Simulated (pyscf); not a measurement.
F–SiH₃ + NH₃ → H₂N–SiH₂–F + H₂, a four-centre exchange (singlet surface; H–Si, H–N broken, N–Si, H–H formed). Optimised with ωB97X-D3(BJ)/def2-SVP in PySCF. Energies in kJ/mol from the separated reactants.

Small-basis levels: PySCF, no dispersion term, spherical d functions. AM1 to PM7: differences of heats of formation from MOPAC, which are fitted to 298 K values and so differ in kind from electronic energies by zero-point and thermal terms. GFN2-xTB: tblite. Cost: rough CPU time at the saddle relative to B3LYP/6-31G*, from one job on a shared machine.

```csv
level,barrier,reaction energy,cost
HF/STO-3G,331.1,-16.5,0.06
HF/3-21G,173.9,-87.1,0.07
MP2/6-31G*,175.5,-68.9,0.1
SVWN5/6-31G*,64.6,-68.2,1
B3LYP/STO-3G,195.0,-40.9,0.6
B3LYP/6-31G*,153.8,-53.1,1
B3LYP/6-311+G**,[?],-40.7,2
B3LYP/def2-SVP,134.6,-46.8,1
GFN2-xTB,164.4,-10.0,under 0.02
AM1,[?],-96.0,under 0.02
PM6,57.4,-193.0,under 0.02
PM7,178.2,-198.1,under 0.02
ωB97M-D3(BJ)/def2-TZVP,[?],-54.5,–
```

**Question.** Complete the blanks.

**Answer.** 
- B3LYP/6-311+G**, barrier: 154.6
- AM1, barrier: 205.1
- ωB97M-D3(BJ)/def2-TZVP, barrier: 133.5

Against the last row the barrier runs from -76.0 (PM6) to +197.6 kJ/mol (HF/STO-3G). ωB97M-D3(BJ)/def2-TZVP has limits of its own. On the reactant side the descent ends in a complex (not fully relaxed), 18.1 kJ/mol under the separated species and 151.5 kJ/mol under the saddle at ωB97X-D3(BJ)/def2-TZVP. At the saddle there is also a short H–Si contact that neither side keeps. The same reactants have a lower exit, to H₂N–SiH₃ + HF (barrier +110.1 kJ/mol at ωB97M-D3(BJ)/def2-TZVP, against +133.5 kJ/mol here). This is the saddle that the search found; another between the same sides may lie lower.
